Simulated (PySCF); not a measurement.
# C2H2N2 (C-Cyanomethanimine): the cost of one run

The runs use PySCF 2.14.0, with density-fitted response routines of our own; the level of theory stands in each step. All values are computed, except where a source is named. Atoms are numbered from 0 throughout.

## Step 1: The molecule as given

6 atoms, charge 0, multiplicity 1; geometry from: GFN2-xTB. The atoms were then displaced at random by about 0.01 Å, so the start is not that level's minimum.

Bonds of the start (Å): H0–N1 0.99, N1–C2 1.24, C2–C3 1.47, C3–N4 1.11, C2–H5 1.11.

## Step 2: Optimising the geometry at PBE0-D3(BJ)/def2-TZVP

What the job is given:

```
{"job": {"xc": "PBE0", "basis": "def2-TZVP", "d3": "d3bj", "grid": 2, "shake": 0.01, "kind": "geom"}, "charge": 0, "multiplicity": 1}
H     -1.978000    -0.425850     0.240760
N     -1.062800    -0.636910    -0.074160
C     -0.176130     0.173560     0.252410
C      1.231060    -0.051140    -0.124100
N      2.296780    -0.193950    -0.410810
H     -0.286750     1.104280     0.844250
```

Run with:

```sh
$ OMP_NUM_THREADS=1 python probes_run.py task.json out
```

This one command runs all jobs of the session in turn.

**Question.** How long does this first job take on 1 thread of Arm Neoverse V1, shared host, and how much memory does it need?

About 32 s, with a peak of 0.53 GiB.
